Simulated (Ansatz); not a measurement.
**HCSi, doublet: the ladder up to full CI**

Geometry: a PBE0/def2-TZVP stationary point for this spin, not checked as a minimum.

```xyz
3

Si    0.0000    0.0000    1.4814
C     0.0000    0.0000   -0.2010
H     0.0000    0.0000   -1.2804
```

Basis 6-31G; Ansatz 0.2.0. Correlated methods freeze the noble-gas cores, which leaves 9 electrons in 18 orbitals. Prefix R: restricted or restricted open-shell reference; prefix U: unrestricted. Active spaces: valence = (9e, 9o) chosen from the atoms' valence shells; pair = (3e, 3o) about the gap.

Full CI is exact within this basis and frozen core; it isn't the basis-set limit. The frozen core follows each run's orbitals, which can shift R against U totals by a few meV.

Unrestricted rows (U) aren't spin-pure: their determinants' ⟨S²⟩ exceeds S(S+1) by up to 0.40, so they mix in states of higher spin. For open shells CISD and CISDTQ are restricted-active-space CI with the open shells as a complete middle space.

The UHF ⟨S²⟩ is 1.153 and the T1 diagnostic (RCCSD) is 0.0249. The largest doubles amplitude (RCCSD) is 0.152 and the T1 diagnostic (UCCSD) is 0.0823.

```csv
level,E − E(full CI) (kJ/mol),share of correlation (%),wall time
RHF,389.7,0.00,–
UHF,364.4,6.49,–
RMP2,70.7,81.85,–
UMP2,113.6,70.85,–
CISD,42.3,89.14,0.78 s
RCCSD,17.6,95.49,–
UCCSD,15.7,95.98,–
RCCSD(T),4.2,98.92,1.1 s
UCCSD(T),4.8,98.77,1.7 s
BCCD(T),4.4,98.87,1 s
RCCSDT,1.8,99.53,–
UCCSDT,1.6,99.58,–
CISDTQ,2.3,99.42,7 s
RCCSDT(Q),0.2,99.95,4 s
UCCSDT(Q),0.1,99.97,4.5 s
RCCSDTQ,0.2,99.95,37 s
CASSCF (pair space),314.4,19.32,–
MRCISD (pair space),30.2,92.26,–
MRCISD+Q (pair space),7.1,98.17,1.1 s
CASSCF (valence space),105.6,72.90,–
NEVPT2 (valence space),29.1,92.53,3.3 s
MRCISD (valence space),4.2,98.93,–
MRCISD+Q (valence space),1.7,99.57,4.8 s
```

The correlation energy at full CI, counted from RHF, is -4.039 eV. That run took 99 s on 1 thread of Arm Neoverse V1, shared host over 6,554,240 determinants.

Times hold each run's SCF and search for its determinant on a shared host, so for small cases they say little of a method's own cost; they ran on 1 thread of Arm Neoverse V1.

The full-CI state has the irrep B2 of C2v, in the program's axes (one component, if the state is degenerate).

Natural occupations of full CI about the gap: 1.973 1.968 1.937 1.886 0.977 0.113 0.053 0.034 0.022 0.009; effectively unpaired electrons, Σ n²(2−n)², 1.13.
